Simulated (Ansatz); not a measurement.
Cubic perovskite SrTiO₃ (cubic form, which distorts at low temperature), treated with HSE06 (Ansatz, an electronic-structure program, PAW).

Numerical settings: plane-wave cutoff 460 eV, 6×6×6 k mesh, Fermi–Dirac smearing 0.01 eV, no spin polarisation, scalar-relativistic PAW data made under PBE.

Cell (relaxed at this level):

```cif
data_O3SrTi
_chemical_formula_sum 'Sr1 Ti1 O3'
_space_group_name_H-M_alt 'Pm-3m'
_space_group_IT_number 221
_space_group_name_Hall '-P 4 2 3'
_cell_length_a 3.89465
_cell_length_b 3.89465
_cell_length_c 3.89465
_cell_angle_alpha 90.000
_cell_angle_beta 90.000
_cell_angle_gamma 90.000
loop_
_atom_site_label
_atom_site_type_symbol
_atom_site_symmetry_multiplicity
_atom_site_Wyckoff_symbol
_atom_site_fract_x
_atom_site_fract_y
_atom_site_fract_z
_atom_site_occupancy
Sr1 Sr 1 a 0.00000 0.00000 0.00000 1
Ti1 Ti 1 b 0.50000 0.50000 0.50000 1
O1 O 3 c 0.00000 0.50000 0.50000 1
```

### Question
What does this level give for the bulk modulus, band gap, smallest direct gap on the k points sampled and pressure derivative B′ of the bulk modulus?

### Answer

- bulk modulus: 193 GPa
- band gap: 3.36 eV (on the SCF k mesh)
- smallest direct gap on the k points sampled: 3.73 eV
- pressure derivative B′ of the bulk modulus: 4.3

Measured, for comparison: band gap 3.59 eV (zero-point renormalisation of 336 meV (experimental, the table's column) added back here, indirect; inputs from Miglio et al. (2020), arXiv:2011.12765); bulk modulus 172 GPa (room temperature, no zero-point or thermal correction, Murnaghan fit, our sources range from 165 to 179; as tabulated in Guennou et al. (2010), arXiv:0910.0710). Computed (rounded) less measured: bulk modulus +12 % (+8 % to +17 % over the range).

Note: the relaxation could not lower the start's symmetry, so the cell can be a saddle point above a distorted one.

Spin–orbit coupling is not included.

The computed numbers hold no vibrational or temperature effects.

The result took very roughly 16 core-minutes.
